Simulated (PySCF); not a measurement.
Gas-phase reaction: 2 CH₂Cl₂ + C₃H₆ (cyclic) = CCl₄ + C₄H₁₀ (n-butane)

Method: PySCF energies plus ideal-gas RRHO corrections (1 bar). The comparison is the NASA 1993 polynomial table, which mixes measured and estimated data. † marks an energy on the PBE0/def2-TZVP geometry and frequencies; other levels use their own. MP2 and CCSD(T) freeze the core. 6-31G* has spherical d functions here. All species are closed-shell singlets. B3LYP is the form with VWN-RPA correlation. MP2 isn't extrapolated to the basis-set limit. CCSD(T) isn't extrapolated to the basis-set limit.

```json
[
 {"level": "table", "ΔH°(298 K), kJ": "-84.1"},
 {"level": "B3LYP/def2-TZVP†", "ΔH°(298 K), kJ": "-58.2"},
 {"level": "CCSD(T)/def2-SVP†", "ΔH°(298 K), kJ": "(withheld)"},
 {"level": "HF/6-31G*", "ΔH°(298 K), kJ": "-35.8"},
 {"level": "HF/def2-TZVP†", "ΔH°(298 K), kJ": "-34.2"},
 {"level": "MP2/def2-SVP†", "ΔH°(298 K), kJ": "(withheld)"},
 {"level": "MP2/def2-TZVPP†", "ΔH°(298 K), kJ": "-90.1"},
 {"level": "PBE/def2-SVP", "ΔH°(298 K), kJ": "(withheld)"},
 {"level": "PBE/def2-TZVP†", "ΔH°(298 K), kJ": "(withheld)"},
 {"level": "PBE0/def2-SVP†", "ΔH°(298 K), kJ": "-90.7"},
 {"level": "r2SCAN/def2-TZVP†", "ΔH°(298 K), kJ": "-81.7"}
]
```

**Question.** Fill in the missing entries.

**Answer.** 
- CCSD(T)/def2-SVP†, ΔH°(298 K), kJ: -104.1
- MP2/def2-SVP†, ΔH°(298 K), kJ: -111.2
- PBE/def2-SVP, ΔH°(298 K), kJ: -95.5
- PBE/def2-TZVP†, ΔH°(298 K), kJ: -72.9
